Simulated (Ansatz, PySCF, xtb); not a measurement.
Barrier height from H + F2 to the transition structure F2H, without zero-point energy, on the benchmark's geometries as Psi4's copy of the set gives them.
Transition structure (charge 0, multiplicity 2, Z-matrix in Å and degrees):
```
F
F 1 1.4804
H 1 1.6151 2 180.00
```

Open shells are unrestricted; no spin–orbit coupling.

Cores are frozen in the correlated methods.

The values were computed with Ansatz (a quantum-chemistry and plane-wave program) with Gaussian orbitals; PySCF for M06-2X; xtb for the GFN methods. Values without a source in brackets are computed. The GFN methods have no spin term and hold the electronic entropy of 300 K.

| level | barrier height (kJ/mol) |
|---|---|
| GFN1-xTB | -62.7 |
| PBE/def2-TZVPPD | -40.0 |
| B3LYP/def2-TZVPPD | -29.9 |
| M06-2X/def2-TZVPPD | 9.2 |
| CAM-B3LYP/def2-TZVPPD | -21.1 |
| SCS-MP2/aug-cc-pVDZ | 114.9 |
| SCS-MP2/aug-cc-pVQZ | 125.8 |
| CCSD(T)/aug-cc-pVDZ | 2.3 |
| CCSD(T)/cc-pVDZ | (withheld) |

Problem. Complete the blanks.

Solution. 
- CCSD(T)/cc-pVDZ, barrier height (kJ/mol): 14.2

Doubts at one or more of the structures used: a spin-contaminated determinant (SCS-MP2/aug-cc-pVDZ, SCS-MP2/aug-cc-pVQZ, CCSD(T)/aug-cc-pVDZ, CCSD(T)/cc-pVDZ); T1 above 0.05 (CCSD(T)/aug-cc-pVDZ, CCSD(T)/cc-pVDZ).
